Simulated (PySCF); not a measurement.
**C3H6O2: geometry, NMR shifts, spin-spin couplings, electronic excitations and core binding energies**

Aim: predict the NMR shifts, spin-spin couplings, electronic excitations and core binding energies of C3H6O2 (`CO[C@H]1CO1`).

Programs: PySCF 2.14.0, with density-fitted response routines of our own. Each step states its level of theory. These are calculated values for one molecule in the gas phase, unless marked as measured. Atoms are numbered from 0 throughout.

## Step 1: The starting structure

11 atoms, charge 0, multiplicity 1; geometry from: GFN2-xTB.

Bonds of the start (Å): C0–O1 1.42, O1–C2 1.37, C2–C3 1.46, C3–O4 1.40, O4–C2 1.39, C0–H5 1.09, C0–H6 1.09, C0–H7 1.10, C2–H8 1.09, C3–H9 1.08, C3–H10 1.08.

## Step 2: Geometry optimisation at PBE0-D3(BJ)/def2-SVP

Job settings and geometry (Å):

```
{"job": {"xc": "PBE0", "basis": "def2-SVP", "d3": "d3bj", "grid": 1, "kind": "geom"}, "charge": 0, "multiplicity": 1}
C      1.707916     0.434451     0.031591
O      0.399822     0.446273     0.576940
C     -0.445429    -0.450138    -0.022812
C     -1.859726    -0.109299    -0.149211
O     -0.997700    -0.120996    -1.257005
H      1.689582     0.707606    -1.027074
H      2.276625     1.168874     0.596443
H      2.165363    -0.554942     0.141810
H     -0.144578    -1.496801     0.073818
H     -2.605914    -0.894249    -0.126506
H     -2.180536     0.871892     0.175962
```

**Question.** This job is followed by: GIAO PBE0/pcSseg-1 NMR shielding, non-relativistic, gas phase; B3LYP/pcJ-1 indirect spin-spin coupling, non-relativistic, gas phase; TDDFT B3LYP/def2-SVPD, vertical, gas phase, core orbitals frozen in the response; GIAO KT3/pcSseg-2 NMR shielding, non-relativistic, gas phase; delta-SCF UKS SCAN, pcX-2 on the ionised atom, pcseg-1 elsewhere, spin-free X2C. Predict these results of the whole session: point group; rotational constants (main isotopes); ¹³C shifts against TMS (PBE0/pcSseg-1); ¹H shifts against TMS (PBE0/pcSseg-1, means over atoms taken as alike); ¹⁷O shifts against H2O (PBE0/pcSseg-1); largest coupling of the table (B3LYP/pcJ-1); lowest singlet (B3LYP/def2-SVPD); brightest single state of those computed; lowest triplet; vertical ionisation energy (ΔSCF); C1s binding energies, SCAN/pcX-2; O1s binding energies, SCAN/pcX-2; range of the shift of O1.

The runs gave:

```
                                                              quantity                               value
                                                           point group                                  C1
                                  rotational constants (main isotopes)               15.21, 3.67, 3.31 GHz
                                ¹³C shifts against TMS (PBE0/pcSseg-1)                76.6, 55.7, 46.0 ppm
¹H shifts against TMS (PBE0/pcSseg-1, means over atoms taken as alike)          3.96, 3.36, 2.56, 2.42 ppm
                                ¹⁷O shifts against H2O (PBE0/pcSseg-1)                      56.3, 48.3 ppm
                           largest coupling of the table (B3LYP/pcJ-1)             ¹J(C,H) C2–H8, 208.7 Hz
                                      lowest singlet (B3LYP/def2-SVPD)         7.51 eV (165 nm), f = 0.003
                              brightest single state of those computed        state 10, 8.67 eV, f = 0.041
                                                        lowest triplet                             7.42 eV
                                     vertical ionisation energy (ΔSCF)                            10.32 eV
                                      C1s binding energies, SCAN/pcX-2  C2 293.71, C0 292.44, C3 292.34 eV
                                      O1s binding energies, SCAN/pcX-2             O1 538.98, O4 538.53 eV
                                              range of the shift of O1                    56.3 to 68.7 ppm
```

**Reading.** Over 4 steps the energy fell by 0.031 eV; of the close pairs, C3–O4 changed most, 1.404 to 1.421 Å. No frequency check was run at this level, so the end point may be a saddle. At PBE0/pcSseg-1: The largest span, 306 ppm, is at O4, where the paramagnetic term is -110 ppm. Of the pairs tabulated at B3LYP/pcJ-1, C2–H8 couples most strongly (208.7 Hz; Fermi contact 208.0 Hz). Couplings across rotatable bonds belong to this one conformer; where others are populated, the observed values are averages. The first singlet state (HOMO→LUMO 0.90) lies at 7.51 eV and is weak; of the 10 states computed, the strongest absorption comes from state 10 at 8.67 eV (the last computed, so partners may be missing). The lowest triplet lies 0.09 eV below the lowest singlet (triplets in Tamm-Dancoff, singlets in full TDDFT). ΔSCF puts the ionisation energy at 10.32 eV, 2.46 eV above −ε(HOMO). C2 (epoxide ring carbon) binds its C1s electron 1.36 eV more tightly than C3 (epoxide ring carbon). The O1s levels kept as sound span 0.44 eV, from O4 (ether oxygen) up to O1 (ether oxygen). In ppm, O1 moves most: its shift spreads over 12.5 ppm, from 56.3 (PBE0/pcSseg-1) to 68.7 (KT3/pcSseg-2).
